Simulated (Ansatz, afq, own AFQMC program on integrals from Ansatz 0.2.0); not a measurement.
# CH₂B+ (triplet): AFQMC on the coupled-cluster ladder, cc-pVDZ

How near does AFQMC come to the top of the ladder for CH₂B+ (triplet)?

Method: cc-pVDZ, frozen cores; program: Ansatz 0.2.0, Gaussian basis, and an in-house AFQMC program (afq) on its integrals; all values are calculated.

Plan: PBE (unrestricted); r2SCAN (unrestricted); PBE0 (unrestricted); B3LYP (unrestricted); wB97M-V (unrestricted); B2PLYP (unrestricted); CCSD(T) on UHF; CCSDT(Q) on UHF; Phaseless AFQMC, CISD trial on UHF; Phaseless AFQMC, single-determinant trial on UHF; Free-projection AFQMC, CISD trial on UHF.

**1. What is computed**

The geometry is a PBE0/def2-TZVP stationary point (not a proven minimum) of the parent state, kept for this charge and spin.

4 atoms, charge 1, spin multiplicity 3.

Atoms are counted from 1 here; the program's logs count them from 0.

Bond lengths: B1–C2 1.527 Å, B1–H3 1.203 Å, C2–H4 1.092 Å. Angles: C2–B1–H3 121.6°, B1–C2–H4 134.8°.

**2. PBE (unrestricted)**

in.yaml

```yaml
crystal:
  periodic: [false, false, false]
  atoms:
    - {symbol: B, position_ang: [0.000000, -0.104832, 0.802428]}
    - {symbol: C, position_ang: [0.000000, -0.044574, -0.723222]}
    - {symbol: H, position_ang: [0.000000, 0.894880, 1.472485]}
    - {symbol: H, position_ang: [0.000000, 0.760676, -1.461216]}
basis:
  gaussian: {orbitals: cc-pVDZ}
total_charge: 1
magnetization: {spin_polarized: true, initial_magnetization: 2}
hamiltonian: {xc: {name: PBE}}
output: {orbitals: {seedname: orbitals}}
```

On the command line:

```bash
$ ansatz run in.yaml --threads 1 --pin off --events-out ev --progress --plain --max-ram 1382MiB
```

The log of the run:

```text
Functional definition: PBE
  name "PBE"
  cite "Perdew, Burke & Ernzerhof, Phys. Rev. Lett. 77, 3865 (1996) doi:10.1103/PhysRevLett.77.3865"
  parent pbe
  parameter kappa = 0.804
  parameter beta = 0.06672455060314922
  exchange = pbe_x(kappa = kappa, mu = beta*pi^2/3)
  correlation = pbe_c(beta = beta)
450 factors; their error is unknown
mean field evaluation 1: about -1722.9789 eV, gradient 3.0e1 eV
mean field evaluation 2: about -1701.3707 eV, gradient 5.6e1 eV
mean field evaluation 4: about -1728.4932 eV, gradient 4.0e0 eV
mean field evaluation 8: about -1728.5921 eV, gradient 1.0e-1 eV
mean field evaluation 16: about -1728.5922 eV, gradient 7.4e-5 eV
mean field -1728.59220072 eV, -63.5245916946 hartree, gradient 7.4e-5 eV, S^2 2.017967; 0 other end points of the search recorded, 0 dependent functions left out
reference -1728.59222772 eV, -63.5245926870 hartree; 7, 5 occupied and 31, 33 virtual orbitals, 450 factors
Total energy: -1728.59222772 eV, -63.5245926870 hartree
```

It took 2.7 s on 1 thread of AMD EPYC (Zen 3), shared host.

From the report: ⟨S²⟩ of the determinant 2.018 (pure triplet: 2.00).

**3. r2SCAN (unrestricted)**

in.yaml: that of step 2 with these lines changed.

```diff
@@ -11,3 +11,2 @@
 magnetization: {spin_polarized: true, initial_magnetization: 2}
-hamiltonian: {xc: {name: PBE}}
-output: {orbitals: {seedname: orbitals}}
+hamiltonian: {xc: {name: r2SCAN}}
```

Same command.

The log of the run:

```text
Functional definition: r2SCAN
  name "r2SCAN"
  cite "Furness, Kaplan, Ning, Perdew & Sun, J. Phys. Chem. Lett. 11, 8208 (2020) doi:10.1021/acs.jpclett.0c02405"
  cite "Furness, Kaplan, Ning, Perdew & Sun, J. Phys. Chem. Lett. 11, 9248 (2020) doi:10.1021/acs.jpclett.0c03077"
  parent r2scan
  parameter k0 = 0.174
  parameter k1 = 0.065
  parameter a1 = 4.9479
  exchange = r2scan_x(k0 = k0, k1 = k1, a1 = a1)
  correlation = r2scan_c
450 factors; their error is unknown
mean field evaluation 1: about -1725.8198 eV, gradient 2.6e1 eV
mean field evaluation 2: about -1712.5359 eV, gradient 4.6e1 eV
mean field evaluation 4: about -1730.2027 eV, gradient 1.9e0 eV
mean field evaluation 8: about -1730.2359 eV, gradient 6.5e-2 eV
mean field evaluation 16: about -1730.2155 eV, gradient 1.2e-4 eV
mean field -1730.21554005 eV, -63.5842483145 hartree, gradient 3.0e-5 eV, S^2 2.035689; 0 other end points of the search recorded, 0 dependent functions left out
reference -1730.21554872 eV, -63.5842486331 hartree; 7, 5 occupied and 31, 33 virtual orbitals, 450 factors
Total energy: -1730.21554872 eV, -63.5842486331 hartree
```

Run time: 4.3 s. Hardware: 1 thread of AMD EPYC (Zen 3), shared host.

From the report: ⟨S²⟩ of the determinant 2.036 (pure triplet: 2.00).

**4. PBE0 (unrestricted)**

in.yaml: that of step 3 with these lines changed.

```diff
@@ -11,2 +11,3 @@
 magnetization: {spin_polarized: true, initial_magnetization: 2}
-hamiltonian: {xc: {name: r2SCAN}}
+hamiltonian: {xc: {name: PBE0}}
+output: {orbitals: {seedname: orbitals}}
```

Launched as before.

The log of the run:

```text
Functional definition: PBE0
  name "PBE0"
  cite "Adamo & Barone, J. Chem. Phys. 110, 6158 (1999) doi:10.1063/1.478522"
  cite "Perdew, Burke & Ernzerhof, Phys. Rev. Lett. 77, 3865 (1996) doi:10.1103/PhysRevLett.77.3865"
  parent pbe
  parameter a = 0.25
  parameter kappa = 0.804
  parameter beta = 0.06672455060314922
  exchange = (1 - a)*pbe_x(kappa = kappa, mu = beta*pi^2/3) + a*exact_x
  correlation = pbe_c(beta = beta)
352 factors; integrals over basis functions are off by at most 1.0e-3 eV
mean field evaluation 1: about -1725.3941 eV, gradient 2.4e1 eV
mean field evaluation 2: about -1719.9681 eV, gradient 3.5e1 eV
mean field evaluation 4: about -1728.9141 eV, gradient 9.0e-1 eV
mean field evaluation 8: about -1728.9230 eV, gradient 2.3e-2 eV
mean field -1728.92306201 eV, -63.5367506225 hartree, gradient 8.4e-5 eV, S^2 2.021825; 0 other end points of the search recorded, 0 dependent functions left out
reference -1728.92308256 eV, -63.5367513778 hartree; 7, 5 occupied and 31, 33 virtual orbitals, 352 factors
Total energy: -1728.92308256 eV, -63.5367513778 hartree
```

Wall time 2.5 s (1 thread of AMD EPYC (Zen 3), shared host).

From the report: ⟨S²⟩ of the determinant 2.022 (pure triplet: 2.00).

**5. B3LYP (unrestricted)**

in.yaml: that of step 4 with these lines changed.

```diff
@@ -11,3 +11,2 @@
 magnetization: {spin_polarized: true, initial_magnetization: 2}
-hamiltonian: {xc: {name: PBE0}}
-output: {orbitals: {seedname: orbitals}}
+hamiltonian: {xc: {name: B3LYP}}
```

Launched as before.

The log of the run, shortened:

```text
Functional definition: B3LYP
  name "B3LYP"
  cite "Stephens, Devlin, Chabalowski & Frisch, J. Phys. Chem. 98, 11623 (1994) doi:10.1021/j100096a001"
  cite "Becke, Phys. Rev. A 38, 3098 (1988) doi:10.1103/PhysRevA.38.3098"
  cite "Lee, Yang & Parr, Phys. Rev. B 37, 785 (1988) doi:10.1103/PhysRevB.37.785"
  cite "Vosko, Wilk & Nusair, Can. J. Phys. 58, 1200 (1980) doi:10.1139/p80-159"
[...]
352 factors; integrals over basis functions are off by at most 1.0e-3 eV
[...]
mean field -1731.42496718 eV, -63.6286939421 hartree, gradient 3.7e-5 eV, S^2 2.016697; 0 other end points of the search recorded, 0 dependent functions left out
reference -1731.42513956 eV, -63.6287002768 hartree; 7, 5 occupied and 31, 33 virtual orbitals, 352 factors
Total energy: -1731.42513956 eV, -63.6287002768 hartree
```

Run time: 2.1 s. Hardware: 1 thread of AMD EPYC (Zen 3), shared host.

From the report: ⟨S²⟩ of the determinant 2.017 (pure triplet: 2.00).

**6. wB97M-V (unrestricted)**

in.yaml: that of step 5 with these lines changed.

```diff
@@ -11,2 +11,3 @@
 magnetization: {spin_polarized: true, initial_magnetization: 2}
-hamiltonian: {xc: {name: B3LYP}}
+hamiltonian: {xc: {name: wB97M-V}}
+output: {orbitals: {seedname: orbitals}}
```

Same command.

The log of the run, shortened:

```text
Functional definition: wB97M-V
  name "wB97M-V"
  cite "Mardirossian & Head-Gordon, J. Chem. Phys. 144, 214110 (2016) doi:10.1063/1.4952647"
  cite "Becke, J. Chem. Phys. 107, 8554 (1997) doi:10.1063/1.475007"
  cite "Vydrov & Van Voorhis, J. Chem. Phys. 133, 244103 (2010) doi:10.1063/1.3521275"
  # Of w^i u^j: cxij and so on, Table III.
[...]
  gx(w, u) = 1 - cx + cx01*u + cx10*w
  gss(w, u) = css00 + css04*u^4 + css10*w + css20*w^2 + css43*w^4*u^3
  gos(w, u) = cos00 + cos10*w + (cos20 + cos21*u)*w^2 + (cos60 + cos61*u)*w^6
[...]
      + integral(e_c_pw_mod_opposite_spin*gos(b97_w_opposite, b97_u_opposite)) + vv10(b, c)
352 factors; integrals over basis functions are off by at most 1.0e-3 eV
125 factors; integrals over basis functions are off by at most 6.1e-6 eV
[...]
mean field -1730.37014087 eV, -63.5899297898 hartree, gradient 2.9e-5 eV, S^2 2.011797; 0 other end points of the search recorded, 0 dependent functions left out
reference -1730.37016997 eV, -63.5899308594 hartree; 7, 5 occupied and 31, 33 virtual orbitals, 352 factors
Total energy: -1730.37016997 eV, -63.5899308594 hartree
```

Wall time 6 s (1 thread of AMD EPYC (Zen 3), shared host).

From the report: ⟨S²⟩ of the determinant 2.012 (pure triplet: 2.00).

**7. B2PLYP (unrestricted)**

in.yaml: that of step 6 with these lines changed.

```diff
@@ -11,3 +11,3 @@
 magnetization: {spin_polarized: true, initial_magnetization: 2}
-hamiltonian: {xc: {name: wB97M-V}}
-output: {orbitals: {seedname: orbitals}}
+hamiltonian: {xc: {name: B2PLYP}}
+correlation: {electrons: outside_noble_gas}
```

Same command.

The log of the run, shortened:

```text
Functional definition: B2PLYP
  name "B2PLYP"
  cite "Grimme, J. Chem. Phys. 124, 034108 (2006) doi:10.1063/1.2148954"
  cite "Becke, Phys. Rev. A 38, 3098 (1988) doi:10.1103/PhysRevA.38.3098"
  cite "Lee, Yang & Parr, Phys. Rev. B 37, 785 (1988) doi:10.1103/PhysRevB.37.785"
[...]
352 factors; integrals over basis functions are off by at most 1.0e-3 eV
[...]
mean field -1727.94764272 eV, -63.5009046249 hartree, gradient 2.7e-6 eV, S^2 2.024093; 0 other end points of the search recorded, 0 dependent functions left out
2 core orbitals not correlated: weight in the atoms' cores, before any rotation towards them, 1.000 or more for the frozen orbitals, at most 0.000 for the correlated occupied ones
reference -1727.94775281 eV, -63.5009086708 hartree; 5, 3 occupied and 31, 33 virtual orbitals, 352 factors
second order -4.86447569 eV of doubles, -0.00000000 eV of singles
Total energy: -1729.26116125 eV, -63.5491755406 hartree
```

Run time: 2.8 s. Hardware: 1 thread of AMD EPYC (Zen 3), shared host.

From the report: ⟨S²⟩ of the determinant 2.024 (pure triplet: 2.00).

**8. CCSD(T) on UHF**

in.yaml: that of step 7 with these lines changed.

```diff
@@ -11,3 +11,2 @@
 magnetization: {spin_polarized: true, initial_magnetization: 2}
-hamiltonian: {xc: {name: B2PLYP}}
-correlation: {electrons: outside_noble_gas}
+correlation: {method: ccsd_t, electrons: outside_noble_gas, hamiltonian_folder: ham}
```

Launched as before.

The log of the run, shortened:

```text
Functional definition: HF
  name "HF"
  cite "Fock, Z. Phys. 61, 126 (1930) doi:10.1007/BF01340294"
  parent pbe
[...]
352 factors; integrals over basis functions are off by at most 1.0e-3 eV
[...]
mean field -1721.31523993 eV, -63.2571683181 hartree, gradient 1.7e-6 eV, S^2 2.039453; 1 other end points of the search recorded, 0 dependent functions left out
determinant -1721.31523993 eV, -63.2571683181 hartree, with singles and doubles -1725.92312181 eV, -63.4265048539 hartree
determinant -1719.09778834 eV, -63.1756784752 hartree, with singles and doubles -1723.17681939 eV, -63.3255801015 hartree
2 core orbitals not correlated: weight in the atoms' cores, before any rotation towards them, 1.000 or more for the frozen orbitals, at most 0.000 for the correlated occupied ones
reference -1721.31523993 eV, -63.2571683181 hartree; 5, 3 occupied and 31, 33 virtual orbitals, 352 factors
second order -3.73036490 eV of doubles, -0.00000000 eV of singles
cycle   1  -4.60872513 eV  change   -8.4e-4 eV  update   2.8e-3
[...]
cycle   9  -4.61232242 eV  change    2.2e-6 eV  update   2.9e-6
perturbative correction -0.13629749 eV, -0.0050088403 hartree
Total energy: -1726.06385984 eV, -63.4316768810 hartree
```

It took 4.8 s on 1 thread of AMD EPYC (Zen 3), shared host.

From the report: ⟨S²⟩ of the determinant 2.039 (pure triplet: 2.00); correlation -4.7486 eV; T1 0.035; largest double amplitude 0.05.

This run also writes the integrals to the folder ham.

[end of part 1 of 2]
